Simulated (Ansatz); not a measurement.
Reaction (SMILES): P#P (P2) → P2+ (doublet, bonded as P#P) + e-
B3LYP-D3(BJ)/def2-TZVP geometries, fixed; electronic energies without zero-point terms.
Largest species:
```
P
P 1 1.8895
```
Charge 0, spin multiplicity 1.

Effect of the final integration grid (spheres per factor e of radius in core and valence, angular degree) at PBE0/cc-pV(T+d)Z with Ansatz (a first-principles code), against the last row, where the adiabatic ionisation energy is 10.36 eV. Open shells are unrestricted. The default's grid is 13, 11, 36.

```json
[
 {"setting": "accuracy: medium (default)", "largest shift of a total energy (mEh)": "0.000", "shift of the adiabatic ionisation energy (eV)": "0.000"},
 {"setting": "final_grid: 4, 3, 11", "largest shift of a total energy (mEh)": "-0.514", "shift of the adiabatic ionisation energy (eV)": "0.021"},
 {"setting": "final_grid: 6, 5, 17", "largest shift of a total energy (mEh)": "0.128", "shift of the adiabatic ionisation energy (eV)": "-0.004"},
 {"setting": "final_grid: 8, 7, 23", "largest shift of a total energy (mEh)": "-0.010", "shift of the adiabatic ionisation energy (eV)": "0.000"},
 {"setting": "final_grid: 10, 9, 29", "largest shift of a total energy (mEh)": "0.000", "shift of the adiabatic ionisation energy (eV)": "0.000"},
 {"setting": "final_grid: 18, 15, 47", "largest shift of a total energy (mEh)": "0.000", "shift of the adiabatic ionisation energy (eV)": "0.000"},
 {"setting": "final_grid: 26, 22, 59", "largest shift of a total energy (mEh)": "0.000", "shift of the adiabatic ionisation energy (eV)": "0.000"}
]
```

Within 0.01 eV in the adiabatic ionisation energy: accuracy: medium (default); final_grid: 6, 5, 17; final_grid: 8, 7, 23; final_grid: 10, 9, 29; final_grid: 18, 15, 47. The largest shift is 0.514 mEh in a total energy and 0.021 eV in the difference.
